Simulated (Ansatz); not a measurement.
## HGa–C–O, triplet: reading a ladder of total energies

Geometry: displaced at random from a stationary point.

```
atom    x (Å)    y (Å)    z (Å)
  Ga  -0.0070  -0.0474   0.7325
   C  -0.0078   0.1146  -1.2039
   O   0.0402   0.0437  -2.3889
   H  -0.0626   1.2194   1.5932
```

Basis cc-pVDZ; Ansatz 0.2.0. Only valence electrons are correlated (noble-gas cores and the filled d shells of p-block atoms frozen), which leaves 14 electrons in 44 orbitals. Prefix R: restricted or restricted open-shell reference; prefix U: unrestricted. No spin–orbit coupling is included, and no scalar relativity.

Full CI isn't at hand for all of this; UCCSDT(Q) serves as the reference, and is uncertain by the last step of the cluster series or more.

UCCSD has a T1 diagnostic of 0.028 and a largest doubles amplitude of 0.06.

Runs differ by some tens of microhartree through their thresholds and, for an open shell, their frozen cores, so steps under 0.03 kcal/mol mean nothing.

Here the R and U totals at CCSDT(Q) differ by 0.40 kcal/mol, a measure of how far such totals hang on the determinant and its frozen core.

```
    level  total energy (hartree)
      UHF            -2036.467246
     UMP2            -2036.812688
    UCCSD            -2036.829372
 UCCSD(T)            -2036.844128
   UCCSDT            -2036.845335
UCCSDT(Q)            -2036.846932
```

Q: What is the correlation energy at UCCSDT(Q), and what share of it do UMP2 and UCCSD(T) recover?

A: E(corr) = -2036.846932 − (-2036.467246) = -0.379686 hartree = -10.332 eV. UMP2: -0.345442 / -0.379686 = 90.98 %. UCCSD(T): -0.376882 / -0.379686 = 99.26 %.

Q: By how many kcal/mol does UCCSD(T) miss UCCSDT(Q) (1 hartree = 627.509 kcal/mol), and which steps make up the rest?

A: -2036.844128 − (-2036.846932) = 0.002804 hartree = 1.76 kcal/mol. Steps: UCCSDT − UCCSD(T) = -0.76, UCCSDT(Q) − UCCSDT = -1.00 kcal/mol. Differences between like states or geometries often cancel part of this.
